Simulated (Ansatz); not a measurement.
The first iterations of a band of C$_{2}$H$_{3}$FOS (8 atoms, charge 0, multiplicity 1).

The calculation used Ansatz 0.2.0, RKS PBE-D4/def2-SVP.

```json
{"movable images": "7", "climbing image": "yes", "spring": "5.0 eV/Å²", "optimiser": "quadratic models (default)", "start path": "IDPP", "force threshold": "0.05 eV/Å", "iteration limit": "60", "end points": "relaxed"}
```

First end point:

```xyz
8
Properties=species:S:1:pos:R:3
O -0.850 1.514 -0.353
C -0.098 0.914 0.380
C 0.448 -0.506 0.133
F 0.014 -1.234 1.245
S -0.057 -1.195 -1.452
H 0.231 1.330 1.376
H 1.561 -0.494 0.160
H -1.157 -0.387 -1.546
```

Last end point:

```xyz
8
Properties=species:S:1:pos:R:3
O -1.186 1.284 0.789
C -0.080 0.910 0.469
C 0.289 -0.558 0.271
F -0.613 -1.383 0.876
S 0.423 -0.818 -1.540
H 0.773 1.615 0.237
H 1.318 -0.758 0.651
H -0.831 -0.349 -1.808
```

| iteration | highest image above the first end (eV) | largest band force component (eV/Å) |
| --- | --- | --- |
| 1 | 0.174 | 1.480 |
| 2 | 0.062 | 0.717 |

Task: Does the band converge within its limit, and where does its top end?

Result: The forces met the threshold. It ended after 7 iterations with the highest image 0.042 eV above the first end. A vibrational analysis at the climbing image gives one clearly imaginary mode, 127i cm⁻¹: a first-order saddle point.

The run took 94 s on 1 thread of Intel(R) Xeon(R) Platinum 8488C (Sapphire Rapids) (shared host), peak memory 0.15 GiB.
